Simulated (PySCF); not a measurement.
Gas-phase reaction: 2 H3SiPH2 + H2 → 2 PH2 + 2 SiH4

Method: PySCF energies plus ideal-gas RRHO corrections (1 bar). † marks an energy on the PBE0/def2-TZVP geometry and frequencies; other levels use their own. MP2 and CCSD(T) freeze the core. 6-31G* has spherical d functions here. Open shells (unrestricted): PH2 (multiplicity 2); the rest are closed-shell singlets. B3LYP is the form with VWN-RPA correlation. PH2: computed as isolated molecules; such fragments, hydroxides, amides, oligomers or adducts are transient or little studied in the gas. MP2 isn't extrapolated to the basis-set limit; its ΔH°(298 K) is 222.7 kJ in def2-SVP and 263.4 kJ in def2-TZVPP. CCSD(T) isn't extrapolated to the basis-set limit; its ΔH°(298 K) is 207.6 kJ in def2-SVP and 245.0 kJ in def2-TZVPP. The harmonic model lacks anharmonicity and excited electronic states, which grow with temperature; levels with a mode under 35 cm⁻¹ are left out. Internal rotation in H3SiPH2 is treated as a harmonic vibration of one conformer, which makes the entropy rough.

| level | ΔE electronic, kJ | ΔH°(298 K), kJ | ΔS°(298 K), J/K | ΔG°(1600 K), kJ |
|---|---|---|---|---|
| B3LYP/def2-TZVP† | 237 | 228 | 145 | 28 |
| CCSD(T)/def2-SVP† | 217 | 208 | 145 | 8 |
| HF/6-31G* | 124 | 113 | 148 | -94 |
| HF/def2-TZVP† | 125 | 115 | 145 | -84 |
| M06-2X/def2-TZVP† | 270 | 260 | 145 | 60 |
| MP2/def2-SVP† | 232 | 223 | 145 | 23 |
| PBE/def2-SVP | 269 | 259 | 144 | 61 |
| PBE/def2-TZVP† | 280 | 270 | 145 | 70 |
| PBE0/def2-TZVP | 269 | 260 | 145 | 60 |
| LDA/def2-TZVP† | 341 | 331 | 145 | 132 |
| ωB97M-V/def2-TZVP† | 276 | 266 | 145 | 66 |
ΔH° is lowest at HF/6-31G* and highest at LDA/def2-TZVP†. No reference value is set beside these.
